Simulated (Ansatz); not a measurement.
A nudged elastic band was laid between two geometries of CH$_{6}$NSi (9 atoms, charge 0, multiplicity 2).

The calculation used Ansatz, UKS PBE/6-31G*.

* movable images: 5
* climbing image: yes
* spring: 5.0 eV/Å²
* optimiser: quadratic models (default)
* start path: through a guess of the saddle point
* force threshold: 0.05 eV/Å
* iteration limit: 60
* end points: relaxed

First end point:

```xyz
9
Properties=species:S:1:pos:R:3
N -0.937 0.569 -0.909
C 0.252 0.522 -0.047
Si 0.035 -0.780 1.343
H -1.016 -0.312 -1.430
H -0.820 1.303 -1.619
H 0.378 1.509 0.434
H 1.220 0.307 -0.564
H -0.465 -2.080 0.758
H 1.353 -1.039 2.034
```

Last end point:

```xyz
9
Properties=species:S:1:pos:R:3
N -0.665 0.182 -0.975
C 0.290 0.654 0.038
Si 0.458 -0.777 1.311
H -0.197 -0.449 -1.633
H -1.042 0.964 -1.523
H -0.154 1.515 0.568
H 1.279 0.988 -0.344
H -0.874 -1.049 1.960
H 0.907 -2.029 0.597
```

(1) What changes between the two ends?

(2) What energy profile does the band end with?

(3) What is the geometry of the highest image?

The band took 20 iterations and of the order of 4 core-minutes.

Answers

(1) No bond is made or broken. The dihedral H6–C2–Si3–H9 goes from -74 to 173°.

(2) The run converged. The highest image is number 3 of 0 to 6, 0.071 eV above the first end and 0.093 eV above the last; the last end lies 0.022 eV below the first. The profile has 3 maxima (images 1, 3, 5) with wells between them (images 2, 4): this band takes more than one step, which may be the mechanism or a detour left from its start path. A structure lower than the first end lies on the path between it and the top, so the climb from that side starts below the end, which may itself be a saddle point or a shallow side well. A vibrational analysis at the climbing image gives one clearly imaginary mode, 168i cm⁻¹: a first-order saddle point.

| image | path coordinate (Å) | energy (eV) | dihedral H6–C2–Si3–H9 (°) |
| --- | --- | --- | --- |
| 0 | 0.00 | 0.000 | -74 |
| 1 | 1.47 | 0.064 | -18 |
| 2 | 2.94 | -0.017 | 46 |
| 3 | 4.42 | 0.071 | -9 |
| 4 | 5.72 | 0.006 | -58 |
| 5 | 7.02 | 0.028 | -137 |
| 6 | 8.32 | -0.022 | 173 |

(3) 
```xyz
9
Properties=species:S:1:pos:R:3:forces:R:3
N -0.958 0.436 -0.809 0.00 0.00 0.01
C 0.380 0.458 -0.191 0.00 0.01 0.00
Si 0.616 -1.088 0.938 0.01 0.00 -0.01
H -1.015 -0.350 -1.467 0.00 0.00 -0.01
H -1.078 1.281 -1.383 0.00 0.00 -0.01
H 0.439 1.335 0.480 0.00 0.00 0.00
H 1.236 0.552 -0.896 0.00 0.00 0.00
H -0.641 -1.914 0.988 0.00 0.00 0.00
H 1.021 -0.709 2.340 0.00 0.00 0.00
```

Time of the run: 3.9 min on 1 thread of Arm Neoverse V2 (shared host), peak memory 0.14 GiB.
